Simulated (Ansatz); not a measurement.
**AlH2(CH2SiH3) (CH7AlSi): structure and electronic state**

What does AlH2(CH2SiH3) (CH7AlSi) look like as a singlet, and where do its frontier electrons sit?

Computed with Ansatz 0.2.0, Gaussian basis. Level: RKS PBE0-D4/def2-TZVP.

Plan: relaxation at r2SCAN-D4/def2-TZVP; a search for the lowest solution at PBE0-D4/def2-SVP; a single point at PBE0-D4/def2-TZVP.

1 further run of the same task is left out (it didn't finish).

**1. The starting structure**

10 atoms, charge 0, spin multiplicity 1.

Atoms are counted from 1 here; the program's logs count them from 0.

Bond lengths: Al1–H2 1.553 Å, Al1–H3 1.553 Å, Al1–C4 1.984 Å, C4–Si5 1.909 Å, C4–H6 1.099 Å, C4–H7 1.100 Å, Si5–H8 1.468 Å, Si5–H9 1.467 Å, Si5–H10 1.468 Å. Angles: H2–Al1–H3 112.6°, H2–Al1–C4 123.5°, H3–Al1–C4 123.9°, Al1–C4–Si5 114.7°, Al1–C4–H6 110.7°, Al1–C4–H7 110.1°, Si5–C4–H6 107.6°, Si5–C4–H7 107.5°, H6–C4–H7 105.8°, C4–Si5–H8 109.7°, C4–Si5–H9 109.9°, C4–Si5–H10 110.4°, H8–Si5–H9 109.0°, H8–Si5–H10 108.9°, H9–Si5–H10 108.9°.

As a file:

```xyz
10
CH7AlSi
Al    0.8635    1.4449   -0.7035
H     2.4129    1.5427   -0.6540
H     0.1778    2.8384   -0.7195
C    -0.1252   -0.2750   -0.7271
Si   -0.5961   -0.9484    0.9962
H    -1.0516   -0.1835   -1.3121
H     0.4726   -1.0477   -1.2328
H     0.6177   -1.1648    1.7922
H    -1.4571    0.0158    1.6907
H    -1.3145   -2.2225    0.8698
```

The start is a GFN2-xTB geometry.

**2. Optimising with r2SCAN-D4/def2-TZVP**

Input file in.yaml:

```yaml
crystal:
  periodic: [false, false, false]
  atoms:
    - {symbol: Al, position_ang: [0.863470, 1.444920, -0.703480]}
    - {symbol: H, position_ang: [2.412890, 1.542710, -0.653980]}
    - {symbol: H, position_ang: [0.177780, 2.838410, -0.719460]}
    - {symbol: C, position_ang: [-0.125200, -0.275010, -0.727090]}
    - {symbol: Si, position_ang: [-0.596080, -0.948360, 0.996210]}
    - {symbol: H, position_ang: [-1.051590, -0.183460, -1.312080]}
    - {symbol: H, position_ang: [0.472630, -1.047700, -1.232800]}
    - {symbol: H, position_ang: [0.617690, -1.164840, 1.792240]}
    - {symbol: H, position_ang: [-1.457120, 0.015840, 1.690680]}
    - {symbol: H, position_ang: [-1.314470, -2.222510, 0.869770]}
basis:
  gaussian: {orbitals: def2-TZVP}
hamiltonian: {xc: r2scan, dispersion: d4}
scf: {lower_state_search: "off"}
output: {orbitals: {seedname: orbitals}}
relax: {f_tol: 0.02, max_steps: 100}
```

Command:

```
> ansatz run in.yaml --threads 4 --pin off --events-out ev --progress --plain --max-ram 3916MiB
```

The runs that follow: Searching for the lowest solution, PBE0-D4/def2-SVP; Single point, PBE0-D4/def2-TZVP.

**Question.** What will the summary of the whole plan be? Wanted: point group; commonest bond, hydrogen aside; HOMO, LUMO at PBE0-D4/def2-TZVP; dipole at r2SCAN-D4/def2-TZVP.

**Answer**, as computed:

| quantity | value |
| --- | --- |
| point group | Cs |
| commonest bond, hydrogen aside | C–Si, 1 of mean length 1.868 Å |
| HOMO, LUMO at PBE0-D4/def2-TZVP | -8.09, -1.48 eV |
| dipole at r2SCAN-D4/def2-TZVP | 1.09 D |

The molecule keeps its bonding pattern by the stored test; the atoms moved 0.07 Å (rms). No usable vibrations, so a minimum isn't proven. The HOMO lies nearest to C4 37 %; H10 14 % and the LUMO to Al1 46 %; H2, H3 about 17 % each. The point group is read from a loosely relaxed geometry; soft torsions can leave it below the true symmetry.
